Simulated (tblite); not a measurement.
BH₇NSi (charge -1).
Numbering: `[BH3-:1][NH:2][SiH3:3]` (hydrogens: H4, H5, H6 on B1; H7 on N2; H8, H9, H10 on Si3)

Computed with GFN2-xTB (tblite), gas phase: Langevin dynamics at 400 K from the optimised GFN2-xTB geometry, time step 0.5 fs, friction 0.01 fs⁻¹, 2000 steps.

Start geometry:
```
atom  x, y, z in Å
B1      1.428    0.419    0.166
N2      0.227   -0.403   -0.411
Si3    -1.397   -0.176   -0.073
H4      2.346    0.376   -0.641
H5      1.072    1.566    0.349
H6      1.798   -0.077    1.228
H7      0.516   -1.350   -0.608
H8     -2.177   -1.207   -0.821
H9     -1.874    1.146   -0.532
H10    -1.931   -0.290    1.321
```

The statistics below take the 31 frames saved every 25 fs from 250 to 1000 fs; their kinetic temperature (all 3N coordinates) averages 366 K.

Problem. How do the bond lengths spread?

Solution. 
```csv
bond,start (Å),mean (Å),standard deviation (Å),shortest (Å),longest (Å)
B1–N2,1.566,1.583,0.052,1.501,1.692
N2–Si3,1.674,1.672,0.022,1.629,1.723
B1–H4,1.223,1.237,0.042,1.158,1.344
B1–H5,1.214,1.238,0.049,1.135,1.359
B1–H6,1.229,1.229,0.045,1.173,1.355
N2–H7,1.010,1.011,0.017,0.975,1.048
Si3–H8,1.494,1.512,0.069,1.371,1.641
Si3–H9,1.478,1.492,0.048,1.416,1.643
Si3–H10,1.498,1.515,0.062,1.389,1.637
```

Problem. How far does each atom move about its mean position (frames aligned on the start, all atoms weighted alike), and what rms force does it feel?

Solution. 
| atom | rms displacement (Å) | rms force (eV/Å) |
| --- | --- | --- |
| B1 | 0.12 | 1.47 |
| N2 | 0.39 | 1.42 |
| Si3 | 0.10 | 1.61 |
| H4 | 0.75 | 0.81 |
| H5 | 0.59 | 0.90 |
| H6 | 0.67 | 0.82 |
| H7 | 0.83 | 0.85 |
| H8 | 0.49 | 0.87 |
| H9 | 0.26 | 0.66 |
| H10 | 0.46 | 0.85 |

The displacements run from 0.10 to 0.83 Å, the largest at H7.

Problem. How widely does the potential energy scatter, against a harmonic estimate?

Solution. Mean 0.37 eV above the start, standard deviation 0.128 eV, range 0.16 to 0.72 eV. For 24 classical harmonic modes at 400 K the canonical values are 24kT/2 = 0.41 eV and kT·√(24/2) = 0.119 eV.

The run is classical and short, so these are rough statistics of one trajectory.

What follows is the cost of the whole dynamics run. On one thread of an Intel Xeon at 2.70 GHz, shared host, this took 6.2 s wall and 0.18 GiB of memory at its peak.
